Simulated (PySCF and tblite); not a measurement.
Values are calculated unless marked as measured or tabulated.
System: C3H4N2S, numbered as in [CH3:1][S:2]/[N:3]=[CH:4]/[C:5]#[N:6].

For the planar inversion at N3 (torsion C5–C4–N3–S2 from 180° to 0°): electronic barrier 15.37 kcal/mol, zero-point change -0.56 kcal/mol, thermal and entropy terms at 250 K a further 0.18 kcal/mol (symmetry numbers apart). The minimum is Cs, the saddle Cs. Level: revPBE/pcSseg-1 + D3(BJ) on GFN2-xTB stationary points, with GFN2-xTB thermal terms. Rates follow Eyring's equation with the number of equivalent paths and no tunnelling. Programs: tblite and PySCF.

How many equivalent paths lead out of the minimum?

1: the symmetry number of the minimum is 1, that of the saddle displaced along its mode 1.

Work out the rate at 250 K.

ΔG‡ = 14.99 kcal/mol; k_B T/h = 5.2×10¹² s⁻¹; exp(−ΔG‡/RT) = 7.9×10⁻¹⁴; times 1 gives k = 0.41 s⁻¹. Wigner's tunnelling factor for the 279i cm⁻¹ mode would be 1.11.
